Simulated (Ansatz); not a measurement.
# PH (triplet): B2PLYP, RPA-PBE over a scan of the distance P1–H2, aug-cc-pVDZ

How well do these functionals follow the top wave-function level for PH (triplet) over a scan of the distance P1–H2?

Computed with Ansatz 0.2.0, Gaussian basis. Level: aug-cc-pVDZ, all electrons in the functionals, frozen cores in the correlation of double hybrids and RPA.

Plan: B2PLYP, RPA-PBE, at 1.148 Å; 1.303 Å; 1.428 Å; 1.589 Å; 1.744 Å; 1.937 Å; 2.292 Å; 2.604 Å; 3.193 Å; 3.818 Å; 4.777 Å.

19 further runs of the same task are left out: 1 for a known fault of the program, 16 that didn't finish, 2 set aside as unsound or not needed.

## Step 1: The system

The geometry derives from a PBE0/def2-TZVP stationary point (not a proven minimum). One bond is set to the value named and the two fragments are kept rigid.

2 atoms, charge 0, spin multiplicity 3.

Atoms are counted from 1 here; the program's logs count them from 0.

Bond lengths: P1–H2 1.428 Å.

Geometry (Å):

```xyz
2
HP
P     0.0000    0.0000    0.0000
H     0.0000    0.0000    1.4282
```

No dispersion term is added.

The geometry shown and the zero of energy belong to the point 1.428 Å. The yardstick, FCI, and other wave-function levels (R restricted, U unrestricted, valence and pair active spaces) come from earlier runs.

## Step 2: B2PLYP, 1.148 Å

The input, in.yaml:

```yaml
crystal:
  periodic: [false, false, false]
  atoms:
    - {symbol: P, position_ang: [0.000000, 0.000000, 0.000000]}
    - {symbol: H, position_ang: [0.000000, 0.000000, 1.148000]}
basis:
  gaussian: {orbitals: aug-cc-pVDZ}
magnetization: {spin_polarized: true, initial_magnetization: 2}
hamiltonian: {xc: {name: B2PLYP}}
correlation: {electrons: outside_noble_gas}
```

On the command line:

```
> ansatz run in.yaml --threads 1 --pin off --events-out ev --progress --plain --max-ram 2393MiB
```

After this run come: B2PLYP, 1.303 Å; B2PLYP, 1.428 Å; B2PLYP, 1.589 Å; B2PLYP, 1.744 Å; B2PLYP, 1.937 Å; B2PLYP, 2.292 Å; B2PLYP, 2.604 Å; B2PLYP, 3.193 Å; B2PLYP, 3.818 Å; B2PLYP, 4.777 Å; RPA-PBE, 1.148 Å; RPA-PBE, 1.303 Å; RPA-PBE, 1.428 Å; RPA-PBE, 1.589 Å; RPA-PBE, 1.744 Å; RPA-PBE, 1.937 Å; RPA-PBE, 2.292 Å; RPA-PBE, 2.604 Å; RPA-PBE, 3.193 Å; RPA-PBE, 3.818 Å; RPA-PBE, 4.777 Å.

Q: Predict the results of all the runs planned. Wanted: span of the FCI curve; largest miss, B2PLYP; largest miss, RPA-PBE.

As calculated:

| quantity | value |
| --- | --- |
| span of the FCI curve | 275.1 kJ/mol |
| largest miss, B2PLYP | +29.2 kJ/mol (2.292 Å) |
| largest miss, RPA-PBE | +19.5 kJ/mol (2.604 Å) |

**Reading.** Of the functionals, RPA-PBE keep the smallest largest miss at the points compared (at most 19.5 kJ/mol) and B2PLYP strays most (29.2 kJ/mol, at 2.292 Å). B2PLYP, RPA-PBE clearly break the spin symmetry at some points (⟨S²⟩ up to 1.00 above the pure value), so energy there is bought with a mixed spin. Functionals and the yardstick converge differently with the basis, so part of each miss in aug-cc-pVDZ is the basis.
